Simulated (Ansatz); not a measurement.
# N2 (triplet): wB97M-V, B2PLYP over a scan of the distance N1–N2, 6-31G, part 2 of 2

Ansatz 0.2.0, Gaussian basis; 6-31G, all electrons in the functionals, frozen cores in the correlation of double hybrids and RPA. Earlier steps stand in the parts before.

**12. wB97M-V, 4.385 Å**

in.yaml reads:

```yaml
crystal:
  periodic: [false, false, false]
  atoms:
    - {symbol: N, position_ang: [0.000000, 0.000000, 0.000000]}
    - {symbol: N, position_ang: [0.000000, 0.000000, 4.385000]}
basis:
  gaussian: {orbitals: 6-31G}
magnetization: {spin_polarized: true, initial_magnetization: 2}
hamiltonian: {xc: {name: wB97M-V}}
output: {forces: true, orbitals: {seedname: orbitals}}
```

On the command line:

```
$ ansatz run in.yaml --threads 1 --pin off --events-out ev --progress --plain --max-ram 2393MiB
```

Log (excerpt; [...] marks lines left out):

```text
Functional definition: wB97M-V
  name "wB97M-V"
  cite "Mardirossian & Head-Gordon, J. Chem. Phys. 144, 214110 (2016) doi:10.1063/1.4952647"
  cite "Becke, J. Chem. Phys. 107, 8554 (1997) doi:10.1063/1.475007"
  cite "Vydrov & Van Voorhis, J. Chem. Phys. 133, 244103 (2010) doi:10.1063/1.3521275"
  # Of w^i u^j: cxij and so on, Table III.
[...]
  gx(w, u) = 1 - cx + cx01*u + cx10*w
  gss(w, u) = css00 + css04*u^4 + css10*w + css20*w^2 + css43*w^4*u^3
  gos(w, u) = cos00 + cos10*w + (cos20 + cos21*u)*w^2 + (cos60 + cos61*u)*w^6
[...]
      + integral(e_c_pw_mod_opposite_spin*gos(b97_w_opposite, b97_u_opposite)) + vv10(b, c)
264 factors; integrals over basis functions are off by at most 8.8e-5 eV
78 factors; integrals over basis functions are off by at most 2.1e-6 eV
[...]
mean field -2968.29085185 eV, -109.0826768258 hartree, gradient 1.1e-10 eV, S^2 4.002003; 7 other end points of the search recorded, 0 dependent functions left out
[...]
reference -2968.29086885 eV, -109.0826774503 hartree; 8, 6 occupied and 10, 12 virtual orbitals, 264 factors
Total energy: -2968.29086885 eV, -109.0826774503 hartree
Atom 0 at     0.000000     0.000000     0.000000 Å, force     0.000000     0.000000     0.008226 eV/Å
Atom 1 at     0.000000     0.000000     4.385000 Å, force     0.000000     0.000000    -0.008226 eV/Å
Dipole moment:     0.000000    -0.000000    -0.000006 e Å
```

Run time: 21 s. Hardware: 1 thread of Arm Neoverse V1, shared host.

From the report: ⟨S²⟩ of the determinant 4.002 (pure triplet: 2.00). The determinant of wB97M-V (⟨S²⟩ 4.00) is far from a pure spin state, so its energy mixes those of several spin states; that is harmless only where they are near-degenerate.

From 1.266 Å: +3.533 eV.

**13. B2PLYP, 1.009 Å**

in.yaml reads:

```yaml
crystal:
  periodic: [false, false, false]
  atoms:
    - {symbol: N, position_ang: [0.000000, 0.000000, 0.000000]}
    - {symbol: N, position_ang: [0.000000, 0.000000, 1.009000]}
basis:
  gaussian: {orbitals: 6-31G}
magnetization: {spin_polarized: true, initial_magnetization: 2}
hamiltonian: {xc: {name: B2PLYP}}
correlation: {electrons: outside_noble_gas}
```

Launched as before.

Log (excerpt; [...] marks lines left out):

```text
Functional definition: B2PLYP
  name "B2PLYP"
  cite "Grimme, J. Chem. Phys. 124, 034108 (2006) doi:10.1063/1.2148954"
  cite "Becke, Phys. Rev. A 38, 3098 (1988) doi:10.1103/PhysRevA.38.3098"
  cite "Lee, Yang & Parr, Phys. Rev. B 37, 785 (1988) doi:10.1103/PhysRevB.37.785"
[...]
268 factors; integrals over basis functions are off by at most 1.1e-4 eV
[...]
mean field -2963.56655677 eV, -108.9090621836 hartree, gradient 2.2e-6 eV, S^2 2.005594; 4 other end points of the search recorded, 0 dependent functions left out
2 core orbitals not correlated: weight in the atoms' cores, before any rotation towards them, 1.000 or more for the frozen orbitals, at most 0.000 for the correlated occupied ones
reference -2963.56662180 eV, -108.9090645735 hartree; 6, 4 occupied and 10, 12 virtual orbitals, 268 factors
second order -6.89098361 eV of doubles, -0.00000000 eV of singles
Total energy: -2965.42718737 eV, -108.9774390972 hartree
```

It took 0.45 s on 1 thread of Arm Neoverse V1, shared host.

From the report: ⟨S²⟩ of the determinant 2.006 (pure triplet: 2.00).

**14. B2PLYP, 1.120 Å**

in.yaml: that of step 13 with these lines changed.

```diff
@@ -4,3 +4,3 @@
     - {symbol: N, position_ang: [0.000000, 0.000000, 0.000000]}
-    - {symbol: N, position_ang: [0.000000, 0.000000, 1.009000]}
+    - {symbol: N, position_ang: [0.000000, 0.000000, 1.120000]}
 basis:
```

Launched as before.

Log (excerpt; [...] marks lines left out):

```text
Functional definition: B2PLYP
  name "B2PLYP"
  cite "Grimme, J. Chem. Phys. 124, 034108 (2006) doi:10.1063/1.2148954"
  cite "Becke, Phys. Rev. A 38, 3098 (1988) doi:10.1103/PhysRevA.38.3098"
  cite "Lee, Yang & Parr, Phys. Rev. B 37, 785 (1988) doi:10.1103/PhysRevB.37.785"
[...]
269 factors; integrals over basis functions are off by at most 5.1e-5 eV
[...]
mean field -2966.40929055 eV, -109.0135307233 hartree, gradient 8.3e-7 eV, S^2 2.002953; 3 other end points of the search recorded, 0 dependent functions left out
2 core orbitals not correlated: weight in the atoms' cores, before any rotation towards them, 1.000 or more for the frozen orbitals, at most 0.000 for the correlated occupied ones
reference -2966.40935259 eV, -109.0135330032 hartree; 6, 4 occupied and 10, 12 virtual orbitals, 269 factors
second order -4.89883498 eV of doubles, -0.00000000 eV of singles
Total energy: -2967.73203803 eV, -109.0621407967 hartree
```

It took 0.78 s on 1 thread of Arm Neoverse V1, shared host.

From the report: ⟨S²⟩ of the determinant 2.003 (pure triplet: 2.00).

**15. B2PLYP, 1.266 Å**

in.yaml: that of step 14 with these lines changed.

```diff
@@ -4,3 +4,3 @@
     - {symbol: N, position_ang: [0.000000, 0.000000, 0.000000]}
-    - {symbol: N, position_ang: [0.000000, 0.000000, 1.120000]}
+    - {symbol: N, position_ang: [0.000000, 0.000000, 1.266308]}
 basis:
```

Same command.

Log (excerpt; [...] marks lines left out):

```text
Functional definition: B2PLYP
  name "B2PLYP"
  cite "Grimme, J. Chem. Phys. 124, 034108 (2006) doi:10.1063/1.2148954"
  cite "Becke, Phys. Rev. A 38, 3098 (1988) doi:10.1103/PhysRevA.38.3098"
  cite "Lee, Yang & Parr, Phys. Rev. B 37, 785 (1988) doi:10.1103/PhysRevB.37.785"
[...]
269 factors; integrals over basis functions are off by at most 5.2e-5 eV
[...]
mean field -2967.70055396 eV, -109.0609837783 hartree, gradient 3.0e-6 eV, S^2 2.003273; 6 other end points of the search recorded, 0 dependent functions left out
2 core orbitals not correlated: weight in the atoms' cores, before any rotation towards them, 1.000 or more for the frozen orbitals, at most 0.000 for the correlated occupied ones
reference -2967.70061867 eV, -109.0609861563 hartree; 6, 4 occupied and 10, 12 virtual orbitals, 269 factors
second order -5.92119760 eV of doubles, -0.00000000 eV of singles
Total energy: -2969.29934202 eV, -109.1197381559 hartree
```

Wall time 0.93 s (1 thread of Arm Neoverse V1, shared host).

From the report: ⟨S²⟩ of the determinant 2.003 (pure triplet: 2.00).

**16. B2PLYP, 1.370 Å**

in.yaml: that of step 15 with these lines changed.

```diff
@@ -4,3 +4,3 @@
     - {symbol: N, position_ang: [0.000000, 0.000000, 0.000000]}
-    - {symbol: N, position_ang: [0.000000, 0.000000, 1.266308]}
+    - {symbol: N, position_ang: [0.000000, 0.000000, 1.370000]}
 basis:
```

The command is unchanged.

Log (excerpt; [...] marks lines left out):

```text
Functional definition: B2PLYP
  name "B2PLYP"
  cite "Grimme, J. Chem. Phys. 124, 034108 (2006) doi:10.1063/1.2148954"
  cite "Becke, Phys. Rev. A 38, 3098 (1988) doi:10.1103/PhysRevA.38.3098"
  cite "Lee, Yang & Parr, Phys. Rev. B 37, 785 (1988) doi:10.1103/PhysRevB.37.785"
[...]
267 factors; integrals over basis functions are off by at most 1.3e-4 eV
[...]
mean field -2967.53378770 eV, -109.0548552312 hartree, gradient 1.4e-6 eV, S^2 2.142234; 6 other end points of the search recorded, 0 dependent functions left out
2 core orbitals not correlated: weight in the atoms' cores, before any rotation towards them, 1.000 or more for the frozen orbitals, at most 0.000 for the correlated occupied ones
reference -2967.53385482 eV, -109.0548576981 hartree; 6, 4 occupied and 10, 12 virtual orbitals, 267 factors
second order -6.12285618 eV of doubles, -0.00000000 eV of singles
Total energy: -2969.18702599 eV, -109.1156106180 hartree
```

Wall time 0.93 s (1 thread of Arm Neoverse V1, shared host).

From the report: ⟨S²⟩ of the determinant 2.142 (pure triplet: 2.00).

From 1.266 Å: +0.112 eV.

**17. B2PLYP, 1.529 Å**

in.yaml: that of step 16 with these lines changed.

```diff
@@ -4,3 +4,3 @@
     - {symbol: N, position_ang: [0.000000, 0.000000, 0.000000]}
-    - {symbol: N, position_ang: [0.000000, 0.000000, 1.370000]}
+    - {symbol: N, position_ang: [0.000000, 0.000000, 1.529000]}
 basis:
```

The command is unchanged.

Log (excerpt; [...] marks lines left out):

```text
Functional definition: B2PLYP
  name "B2PLYP"
  cite "Grimme, J. Chem. Phys. 124, 034108 (2006) doi:10.1063/1.2148954"
  cite "Becke, Phys. Rev. A 38, 3098 (1988) doi:10.1103/PhysRevA.38.3098"
  cite "Lee, Yang & Parr, Phys. Rev. B 37, 785 (1988) doi:10.1103/PhysRevB.37.785"
[...]
267 factors; integrals over basis functions are off by at most 6.4e-5 eV
[...]
mean field -2966.98062186 eV, -109.0345267616 hartree, gradient 6.2e-6 eV, S^2 2.588419; 11 other end points of the search recorded, 0 dependent functions left out
2 core orbitals not correlated: weight in the atoms' cores, before any rotation towards them, 1.000 or more for the frozen orbitals, at most 0.000 for the correlated occupied ones
reference -2966.98069094 eV, -109.0345293001 hartree; 6, 4 occupied and 10, 12 virtual orbitals, 267 factors
second order -5.11371514 eV of doubles, -0.00000000 eV of singles
Total energy: -2968.36139402 eV, -109.0852692027 hartree
```

It took 1.7 s on 1 thread of Arm Neoverse V1, shared host.

From the report: ⟨S²⟩ of the determinant 2.588 (pure triplet: 2.00). The determinant of B2PLYP (⟨S²⟩ 2.59) is far from a pure spin state, so its energy mixes those of several spin states; that is harmless only where they are near-degenerate.

From 1.266 Å: +0.938 eV.

**18. B2PLYP, 1.757 Å**

in.yaml: that of step 17 with these lines changed.

```diff
@@ -4,3 +4,3 @@
     - {symbol: N, position_ang: [0.000000, 0.000000, 0.000000]}
-    - {symbol: N, position_ang: [0.000000, 0.000000, 1.529000]}
+    - {symbol: N, position_ang: [0.000000, 0.000000, 1.757000]}
 basis:
```

Launched as before.

Log (excerpt; [...] marks lines left out):

```text
Functional definition: B2PLYP
  name "B2PLYP"
  cite "Grimme, J. Chem. Phys. 124, 034108 (2006) doi:10.1063/1.2148954"
  cite "Becke, Phys. Rev. A 38, 3098 (1988) doi:10.1103/PhysRevA.38.3098"
  cite "Lee, Yang & Parr, Phys. Rev. B 37, 785 (1988) doi:10.1103/PhysRevB.37.785"
[...]
264 factors; integrals over basis functions are off by at most 2.0e-4 eV
[...]
mean field -2966.24227194 eV, -109.0073929025 hartree, gradient 6.9e-6 eV, S^2 3.001356; 9 other end points of the search recorded, 0 dependent functions left out
2 core orbitals not correlated: weight in the atoms' cores, before any rotation towards them, 1.000 or more for the frozen orbitals, at most 0.000 for the correlated occupied ones
reference -2966.24234288 eV, -109.0073955096 hartree; 6, 4 occupied and 10, 12 virtual orbitals, 264 factors
second order -4.24296498 eV of doubles, -0.00000000 eV of singles
Total energy: -2967.38794342 eV, -109.0494955531 hartree
```

It took 1.2 s on 1 thread of Arm Neoverse V1, shared host.

From the report: ⟨S²⟩ of the determinant 3.001 (pure triplet: 2.00). The determinant of B2PLYP (⟨S²⟩ 3.00) is far from a pure spin state, so its energy mixes those of several spin states; that is harmless only where they are near-degenerate.

From 1.266 Å: +1.911 eV.

**19. B2PLYP, 1.988 Å**

in.yaml: that of step 18 with these lines changed.

```diff
@@ -4,3 +4,3 @@
     - {symbol: N, position_ang: [0.000000, 0.000000, 0.000000]}
-    - {symbol: N, position_ang: [0.000000, 0.000000, 1.757000]}
+    - {symbol: N, position_ang: [0.000000, 0.000000, 1.988000]}
 basis:
```

Launched as before.

Log (excerpt; [...] marks lines left out):

```text
Functional definition: B2PLYP
  name "B2PLYP"
  cite "Grimme, J. Chem. Phys. 124, 034108 (2006) doi:10.1063/1.2148954"
  cite "Becke, Phys. Rev. A 38, 3098 (1988) doi:10.1103/PhysRevA.38.3098"
  cite "Lee, Yang & Parr, Phys. Rev. B 37, 785 (1988) doi:10.1103/PhysRevB.37.785"
[...]
264 factors; integrals over basis functions are off by at most 1.2e-4 eV
[...]
mean field -2965.89303924 eV, -108.9945588376 hartree, gradient 7.4e-6 eV, S^2 3.500992; 10 other end points of the search recorded, 0 dependent functions left out
2 core orbitals not correlated: weight in the atoms' cores, before any rotation towards them, 1.000 or more for the frozen orbitals, at most 0.000 for the correlated occupied ones
reference -2965.89311164 eV, -108.9945614981 hartree; 6, 4 occupied and 10, 12 virtual orbitals, 264 factors
second order -2.90349287 eV of doubles, -0.00000000 eV of singles
Total energy: -2966.67705471 eV, -109.0233708747 hartree
```

Wall time 1.4 s (1 thread of Arm Neoverse V1, shared host).

From the report: ⟨S²⟩ of the determinant 3.501 (pure triplet: 2.00). The determinant of B2PLYP (⟨S²⟩ 3.50) is far from a pure spin state, so its energy mixes those of several spin states; that is harmless only where they are near-degenerate.

From 1.266 Å: +2.622 eV.

**20. B2PLYP, 2.291 Å**

in.yaml: that of step 19 with these lines changed.

```diff
@@ -4,3 +4,3 @@
     - {symbol: N, position_ang: [0.000000, 0.000000, 0.000000]}
-    - {symbol: N, position_ang: [0.000000, 0.000000, 1.988000]}
+    - {symbol: N, position_ang: [0.000000, 0.000000, 2.291000]}
 basis:
```

Same command.

Log (excerpt; [...] marks lines left out):

```text
Functional definition: B2PLYP
  name "B2PLYP"
  cite "Grimme, J. Chem. Phys. 124, 034108 (2006) doi:10.1063/1.2148954"
  cite "Becke, Phys. Rev. A 38, 3098 (1988) doi:10.1103/PhysRevA.38.3098"
  cite "Lee, Yang & Parr, Phys. Rev. B 37, 785 (1988) doi:10.1103/PhysRevB.37.785"
[...]
264 factors; integrals over basis functions are off by at most 2.1e-4 eV
[...]
mean field -2965.78366615 eV, -108.9905394508 hartree, gradient 2.2e-6 eV, S^2 3.816923; 11 other end points of the search recorded, 0 dependent functions left out
2 core orbitals not correlated: weight in the atoms' cores, before any rotation towards them, 1.000 or more for the frozen orbitals, at most 0.000 for the correlated occupied ones
reference -2965.78374074 eV, -108.9905421917 hartree; 6, 4 occupied and 10, 12 virtual orbitals, 264 factors
second order -2.22300432 eV of doubles, -0.00000000 eV of singles
Total energy: -2966.38395190 eV, -109.0125995452 hartree
```

Run time: 1.7 s. Hardware: 1 thread of Arm Neoverse V1, shared host.

From the report: ⟨S²⟩ of the determinant 3.817 (pure triplet: 2.00). The determinant of B2PLYP (⟨S²⟩ 3.82) is far from a pure spin state, so its energy mixes those of several spin states; that is harmless only where they are near-degenerate.

From 1.266 Å: +2.915 eV.

**21. B2PLYP, 2.853 Å**

in.yaml: that of step 20 with these lines changed.

```diff
@@ -4,3 +4,3 @@
     - {symbol: N, position_ang: [0.000000, 0.000000, 0.000000]}
-    - {symbol: N, position_ang: [0.000000, 0.000000, 2.291000]}
+    - {symbol: N, position_ang: [0.000000, 0.000000, 2.853000]}
 basis:
```

Launched as before.

Log (excerpt; [...] marks lines left out):

```text
Functional definition: B2PLYP
  name "B2PLYP"
  cite "Grimme, J. Chem. Phys. 124, 034108 (2006) doi:10.1063/1.2148954"
  cite "Becke, Phys. Rev. A 38, 3098 (1988) doi:10.1103/PhysRevA.38.3098"
  cite "Lee, Yang & Parr, Phys. Rev. B 37, 785 (1988) doi:10.1103/PhysRevB.37.785"
[...]
264 factors; integrals over basis functions are off by at most 1.9e-4 eV
[...]
mean field -2965.72118859 eV, -108.9882434427 hartree, gradient 9.8e-8 eV, S^2 3.972431; 8 other end points of the search recorded, 0 dependent functions left out
2 core orbitals not correlated: weight in the atoms' cores, before any rotation towards them, 1.000 or more for the frozen orbitals, at most 0.000 for the correlated occupied ones
reference -2965.72126925 eV, -108.9882464068 hartree; 6, 4 occupied and 10, 12 virtual orbitals, 264 factors
second order -1.96432136 eV of doubles, -0.00000000 eV of singles
Total energy: -2966.25163602 eV, -109.0077370260 hartree
```

It took 1.9 s on 1 thread of Arm Neoverse V1, shared host.

From the report: ⟨S²⟩ of the determinant 3.972 (pure triplet: 2.00). The determinant of B2PLYP (⟨S²⟩ 3.97) is far from a pure spin state, so its energy mixes those of several spin states; that is harmless only where they are near-degenerate.

From 1.266 Å: +3.048 eV.

**22. B2PLYP, 3.397 Å**

in.yaml: that of step 21 with these lines changed.

```diff
@@ -4,3 +4,3 @@
     - {symbol: N, position_ang: [0.000000, 0.000000, 0.000000]}
-    - {symbol: N, position_ang: [0.000000, 0.000000, 2.853000]}
+    - {symbol: N, position_ang: [0.000000, 0.000000, 3.397000]}
 basis:
```

The command is unchanged.

Log (excerpt; [...] marks lines left out):

```text
Functional definition: B2PLYP
  name "B2PLYP"
  cite "Grimme, J. Chem. Phys. 124, 034108 (2006) doi:10.1063/1.2148954"
  cite "Becke, Phys. Rev. A 38, 3098 (1988) doi:10.1103/PhysRevA.38.3098"
  cite "Lee, Yang & Parr, Phys. Rev. B 37, 785 (1988) doi:10.1103/PhysRevB.37.785"
[...]
264 factors; integrals over basis functions are off by at most 3.5e-4 eV
[...]
mean field -2965.69532533 eV, -108.9872929854 hartree, gradient 3.4e-9 eV, S^2 3.998126; 15 other end points of the search recorded, 0 dependent functions left out
2 core orbitals not correlated: weight in the atoms' cores, before any rotation towards them, 1.000 or more for the frozen orbitals, at most 0.000 for the correlated occupied ones
reference -2965.69540882 eV, -108.9872960535 hartree; 6, 4 occupied and 10, 12 virtual orbitals, 264 factors
second order -1.92589774 eV of doubles, -0.00000000 eV of singles
Total energy: -2966.21540121 eV, -109.0064054214 hartree
```

Run time: 4.9 s. Hardware: 1 thread of Arm Neoverse V1, shared host.

From the report: ⟨S²⟩ of the determinant 3.998 (pure triplet: 2.00). The determinant of B2PLYP (⟨S²⟩ 4.00) is far from a pure spin state, so its energy mixes those of several spin states; that is harmless only where they are near-degenerate.

From 1.266 Å: +3.084 eV.

**23. B2PLYP, 4.385 Å**

in.yaml: that of step 22 with these lines changed.

```diff
@@ -4,3 +4,3 @@
     - {symbol: N, position_ang: [0.000000, 0.000000, 0.000000]}
-    - {symbol: N, position_ang: [0.000000, 0.000000, 3.397000]}
+    - {symbol: N, position_ang: [0.000000, 0.000000, 4.385000]}
 basis:
```

Same command.

Log (excerpt; [...] marks lines left out):

```text
Functional definition: B2PLYP
  name "B2PLYP"
  cite "Grimme, J. Chem. Phys. 124, 034108 (2006) doi:10.1063/1.2148954"
  cite "Becke, Phys. Rev. A 38, 3098 (1988) doi:10.1103/PhysRevA.38.3098"
  cite "Lee, Yang & Parr, Phys. Rev. B 37, 785 (1988) doi:10.1103/PhysRevB.37.785"
[...]
264 factors; integrals over basis functions are off by at most 8.8e-5 eV
[...]
mean field -2965.68068051 eV, -108.9867547983 hartree, gradient 4.4e-12 eV, S^2 4.003147; 14 other end points of the search recorded, 0 dependent functions left out
2 core orbitals not correlated: weight in the atoms' cores, before any rotation towards them, 1.000 or more for the frozen orbitals, at most 0.000 for the correlated occupied ones
reference -2965.68077538 eV, -108.9867582846 hartree; 6, 4 occupied and 10, 12 virtual orbitals, 264 factors
second order -1.91525188 eV of doubles, -0.00000000 eV of singles
Total energy: -2966.19789339 eV, -109.0057620208 hartree
```

Wall time 7.5 s (1 thread of Arm Neoverse V1, shared host).

From the report: ⟨S²⟩ of the determinant 4.003 (pure triplet: 2.00). The determinant of B2PLYP (⟨S²⟩ 4.00) is far from a pure spin state, so its energy mixes those of several spin states; that is harmless only where they are near-degenerate.

From 1.266 Å: +3.101 eV.

**24. Against the wave-function levels**

The yardstick is full CI for this spin, exact in this basis with these frozen cores. It comes from earlier runs at the same points. Energies in eV, counted from 1.266 Å; blanks weren't run or aren't comparable.

| level | 1.009 Å | 1.120 Å | 1.266 Å | 1.370 Å | 1.529 Å | 1.757 Å | 1.988 Å | 2.291 Å | 2.853 Å | 3.397 Å | 4.385 Å |
| --- | --- | --- | --- | --- | --- | --- | --- | --- | --- | --- | --- |
| FCI | 4.986 | 1.719 | 0.000 | -0.155 | 0.196 | 0.889 | 1.357 | 1.584 | 1.642 | 1.652 | 1.663 |
| wB97M-V | 3.831 | 1.097 | 0.000 | 0.083 | 0.911 |  |  | 3.209 | 3.434 | 3.501 | 3.533 |
| B2PLYP | 3.872 | 1.567 | 0.000 | 0.112 | 0.938 |  |  | 2.915 | 3.048 | 3.084 | 3.101 |

Largest miss and mean time a point (FCI took 57 s a point; shared hosts):

```
  level  largest miss (eV)    where  time a point
wB97M-V             +1.871  4.385 Å           7 s
 B2PLYP             +1.439  4.385 Å         2.1 s
```

**25. What came out**

This closing draws on all 2 parts.

```
             quantity                value
span of the FCI curve             5.141 eV
largest miss, wB97M-V  +1.871 eV (4.385 Å)
 largest miss, B2PLYP  +1.439 eV (4.385 Å)
```

In words: Of the functionals, B2PLYP keep the smallest largest miss at the points compared (at most 1.439 eV) and wB97M-V strays most (1.871 eV, at 4.385 Å). wB97M-V, B2PLYP clearly break the spin symmetry at some points (⟨S²⟩ up to 2.00 above the pure value), so energy there is bought with a mixed spin. Functionals and the yardstick converge differently with the basis, so part of each miss in 6-31G is the basis.

Huber and Herzberg's tables give the ground state of this molecule as 1Σg+; the runs here treat another spin state.
